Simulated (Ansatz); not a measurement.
Candidates: diamond, hcp Ti, fcc Al, fcc Pd, bcc Li, bcc Fe. Level: r²SCAN (plane waves, PAW; Ansatz, a quantum-chemistry and plane-wave program).

Ansatz's runs of these crystals have no spin polarisation, but for bcc Fe. Meta-GGAs and exact exchange favour moments, which can bear on hcp Ti, fcc Pd, bcc Fe.

Density-functional runs with spin start from parallel moments for bcc Fe.

Free atoms are spin-polarised, in the lowest state found; at levels without +SOC their spin–orbit coupling is left out. Each level is taken at its own relaxed cell. Ansatz's density-functional and Hartree–Fock values are scalar-relativistic unless marked +SOC, with PAW data made under PBE.

Q: Which of them have a computed cohesive energy between 4.4 and 6.1 eV/atom?

A: hcp Ti, bcc Fe. The values: diamond 7.50 eV/atom; hcp Ti 4.67 eV/atom; fcc Al 3.59 eV/atom; fcc Pd 4.09 eV/atom; bcc Li 1.58 eV/atom; bcc Fe 4.66 eV/atom.
